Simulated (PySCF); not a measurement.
Species: N-ethylpropylamine, C₅H₁₃N.
Numbering: `[CH3:1][CH2:2][CH2:3][NH:4][CH2:5][CH3:6]` (hydrogens: H7, H8, H9 on C1; H10, H11 on C2; H12, H13 on C3; H14 on N4; H15, H16 on C5; H17, H18, H19 on C6)

Computed, not measured: PBE0-D3(BJ)/def2-SVP geometry optimisation, gas phase in PySCF 2.14.0.

Problem. What internal coordinates does the optimisation give?

Solution. 
```json
{"bond": "C1–C2", "length (bohr)": "2.873", "order": "single"}
{"bond": "C2–C3", "length (bohr)": "2.877", "order": "single"}
{"bond": "C3–N4", "length (bohr)": "2.728", "order": "single"}
{"bond": "N4–C5", "length (bohr)": "2.727", "order": "single"}
{"bond": "C5–C6", "length (bohr)": "2.865", "order": "single"}
{"bond": "C1–H7, C1–H8, C1–H9", "length (bohr)": "2.080", "order": "single"}
{"bond": "C2–H10, C2–H11", "length (bohr)": "2.087", "order": "single"}
{"bond": "C3–H12, C3–H13", "length (bohr)": "2.098", "order": "single"}
{"bond": "N4–H14", "length (bohr)": "1.926", "order": "single"}
{"bond": "C5–H15", "length (bohr)": "2.087", "order": "single"}
{"bond": "C5–H16", "length (bohr)": "2.107", "order": "single"}
{"bond": "C6–H17, C6–H18, C6–H19", "length (bohr)": "2.081", "order": "single"}
```

Bonds in one row agree within 0.02 bohr and their mean is given. Orders are formal, as drawn. A selection of angles:
```json
{"angle": "C2–C1–H7", "degrees": "111.7"}
{"angle": "C2–C1–H9", "degrees": "110.4"}
{"angle": "H7–C1–H8", "degrees": "107.7"}
{"angle": "H7–C1–H9", "degrees": "108.6"}
{"angle": "C1–C2–C3", "degrees": "113.4"}
{"angle": "C1–C2–H10", "degrees": "109.8"}
{"angle": "C3–C2–H10", "degrees": "108.7"}
{"angle": "H10–C2–H11", "degrees": "105.5"}
{"angle": "C2–C3–N4", "degrees": "111.7"}
{"angle": "C2–C3–H12", "degrees": "109.2"}
{"angle": "N4–C3–H12", "degrees": "107.8"}
{"angle": "N4–C3–H13", "degrees": "112.8"}
{"angle": "H12–C3–H13", "degrees": "105.6"}
{"angle": "C3–N4–C5", "degrees": "114.8"}
{"angle": "C3–N4–H14", "degrees": "109.7"}
{"angle": "C5–N4–H14", "degrees": "109.8"}
{"angle": "N4–C5–C6", "degrees": "111.4"}
{"angle": "N4–C5–H15", "degrees": "107.9"}
{"angle": "N4–C5–H16", "degrees": "112.8"}
{"angle": "C6–C5–H15", "degrees": "109.5"}
{"angle": "H15–C5–H16", "degrees": "105.4"}
{"angle": "C5–C6–H17", "degrees": "111.3"}
{"angle": "C5–C6–H19", "degrees": "110.5"}
{"angle": "H17–C6–H18", "degrees": "107.4"}
{"angle": "H17–C6–H19", "degrees": "108.7"}
```

Torsions: C1–C2–C3–N4 61° (synclinal); C2–C3–N4–C5 -178° (antiperiplanar); C3–N4–C5–C6 -179° (antiperiplanar). The mirror-image conformer, all signs reversed, is as good.

N4 (secondary amine nitrogen) is pyramidal (angles 114.8°, 109.8° and 109.7°, sum 334.3°, 0.38 Å off the plane of its three neighbours). Of the pairs four or more bonds apart, N4···H9 is among the closest relative to their van der Waals radii: 2.66 Å, 97 % of the sum of Bondi's values.

Point group: C1 (no symmetry element, even within 0.4 Å). Not checked by PBE0-D3(BJ)/def2-SVP frequencies. The numbers are those of one conformer.
